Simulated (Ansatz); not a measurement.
**C₂H₃B (SMILES B1=CC1): functionals against CCSD(T) at one geometry**

The task here is to estimate one member of a computed series from the others.

Program: Ansatz 0.2.0, Gaussian basis. Level of theory: single points in def2-TZVPP. These are calculated values, not measurements.

Cores are frozen in the correlated methods.

### The starting structure

6 atoms, charge 0, spin multiplicity 1.

Atoms are counted from 1 here; the program's logs count them from 0.

Bond lengths: B1–C2 1.562 Å, B1–C3 1.355 Å, C2–H4 0.823 Å, C3–H5 1.276 Å. Angles: C2–B1–C3 76.0°, B1–C2–H4 163.5°, B1–C3–H5 130.4°.

Geometry (Å):

```xyz
6

B    -1.3328   -0.0402   -0.0371
C    -0.1782   -1.0816   -0.1869
C    -0.2058    0.6951    0.1219
H     0.2885   -1.7569   -0.1259
H     0.6760    1.0526   -0.7282
H     0.5700    1.1118    1.1827
```

The first run:

run/in.yaml

```yaml
crystal:
  periodic: [false, false, false]
  atoms:
    - {symbol: B, position_ang: [-1.332800, -0.040200, -0.037100]}
    - {symbol: C, position_ang: [-0.178200, -1.081600, -0.186900]}
    - {symbol: C, position_ang: [-0.205800, 0.695100, 0.121900]}
    - {symbol: H, position_ang: [0.288500, -1.756900, -0.125900]}
    - {symbol: H, position_ang: [0.676000, 1.052600, -0.728200]}
    - {symbol: H, position_ang: [0.570000, 1.111800, 1.182700]}
basis:
  gaussian: {orbitals: def2-TZVPP}
correlation: {method: ccsd_t}
output: {forces: true}
```

The command line of these runs was not kept.

Among the steps run: CCSD(T)/def2-TZVPP; PBE0-D4/def2-TZVPP; wB97M-V/def2-TZVPP; r2SCAN-D4/def2-TZVPP; PBE-D4/def2-TZVPP; SPW92/def2-TZVPP; B97M-V/def2-TZVPP.

One of the session's tables, all rows but one given; the rest of the session is left out.

```
   method  RMS force component (eV/Å)  angle to CCSD(T) forces (°)  dipole (D)
  CCSD(T)                       8.787                    reference        0.95
  PBE0-D4                           ?                            ?           ?
  wB97M-V                       8.913                          2.9        1.00
r2SCAN-D4                       8.833                          2.5        0.93
   PBE-D4                       8.783                          2.2        0.86
    SPW92                       8.887                          3.7        0.94
   B97M-V                       8.818                          3.0        0.82
```

**Question.** Estimate the row for PBE0-D4.

As computed: RMS force component (eV/Å): 8.972; angle to CCSD(T) forces (°): 2.8; dipole (D): 0.96. In the column «RMS force component (eV/Å)» it is the highest.

Limits of these values: The reference is not at the basis limit: in triple zeta CCSD(T) underbinds, which counts against methods that bind more; the gaps are no ranking. The T1 diagnostic is large here, over the usual mark for main-group molecules (transition-metal compounds often pass it harmlessly), so CCSD(T) itself may be off.
